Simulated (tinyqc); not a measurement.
Inside a calculation. Method: Hueckel theory of the pi electrons with the omega technique, for the molecule C=CC=C[CH2+] (SMILES; centres numbered as the heavy atoms are written). One step of it, computed by the program tinyqc.

Question. Orbitals, round 1. Diagonalise; E = alpha + x beta with beta < 0, so the largest x are filled first; degenerate levels share their electrons. P = sum n_i c_ri c_si; each orbital has its largest coefficient positive (the first on a tie).

Hueckel matrix in units of beta (H = alpha + beta A), lower triangle:
```
          1C        2C        3C        4C        5C
1C  0.000000
2C  1.000000  0.000000
3C  0.000000  1.000000  0.000000
4C  0.000000  0.000000  1.000000  0.000000
5C  0.000000  0.000000  0.000000  1.000000  0.000000
```

pi electrons, sum of z_r less the charge = 4

Give: x values; occupations; coefficients; charge and bond-order matrix P.

Answer.

x values: 1.7321  1.0000  0.0000  -1.0000  -1.7321

occupations: 2.0000  2.0000  0.0000  0.0000  0.0000

coefficients:
```
       MO1      MO2      MO3      MO4      MO5
1C  0.2887   0.5000   0.5774   0.5000   0.2887
2C  0.5000   0.5000   0.0000  -0.5000  -0.5000
3C  0.5774   0.0000  -0.5774   0.0000   0.5774
4C  0.5000  -0.5000   0.0000   0.5000  -0.5000
5C  0.2887  -0.5000   0.5774  -0.5000   0.2887
```

charge and bond-order matrix P, lower triangle:
```
         1C       2C      3C      4C      5C
1C   0.6667
2C   0.7887   1.0000
3C   0.3333   0.5774  0.6667
4C  -0.2113   0.0000  0.5774  1.0000
5C  -0.3333  -0.2113  0.3333  0.7887  0.6667
```
